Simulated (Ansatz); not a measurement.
## [NH₂···H···H], doublet: reading a ladder of total energies

Geometry: a point of a hydrogen-transfer path between rigid fragments, not a stationary point.

```csv
atom,x (Å),y (Å),z (Å)
N,-0.1701,-0.0316,-0.0492
H,-0.4673,0.9362,-0.0492
H,-0.4673,-0.4339,0.8311
H,1.2039,-0.0316,-0.0492
H,2.0939,-0.0316,-0.0492
```

Basis cc-pVTZ; Ansatz 0.2.0. Only valence electrons are correlated (noble-gas cores frozen), which leaves 9 electrons in 85 orbitals. Prefix R: restricted or restricted open-shell reference; prefix U: unrestricted.

Full CI isn't at hand for all of this; UCCSDT(Q) serves as the reference, and is uncertain by about the last step of the cluster series.

Runs differ by some tens of microhartree through their thresholds and, for an open shell, their frozen cores, so steps under 0.03 kcal/mol mean nothing.

```json
{"level": "UHF", "total energy (hartree)": "-56.679862"}
{"level": "UMP2", "total energy (hartree)": "-56.912615"}
{"level": "UCCSD", "total energy (hartree)": "-56.936944"}
{"level": "UCCSD(T)", "total energy (hartree)": "-56.944884"}
{"level": "UCCSDT", "total energy (hartree)": "-56.945500"}
{"level": "UCCSDT(Q)", "total energy (hartree)": "-56.945832"}
```

Task: What is the correlation energy at UCCSDT(Q), and what share of it do UMP2 and UCCSD(T) recover?

Result: E(corr) = -56.945832 − (-56.679862) = -0.265970 hartree = -7.237 eV. UMP2: -0.232753 / -0.265970 = 87.51 %. UCCSD(T): -0.265022 / -0.265970 = 99.64 %.

Task: By how many kcal/mol does UCCSD(T) miss UCCSDT(Q) (1 hartree = 627.509 kcal/mol), and which steps make up the rest?

Result: -56.944884 − (-56.945832) = 0.000948 hartree = 0.59 kcal/mol. Steps: UCCSDT − UCCSD(T) = -0.39, UCCSDT(Q) − UCCSDT = -0.21 kcal/mol. That is within 1 kcal/mol of the reference in this basis, which itself misses far more of the correlation at the basis-set limit.
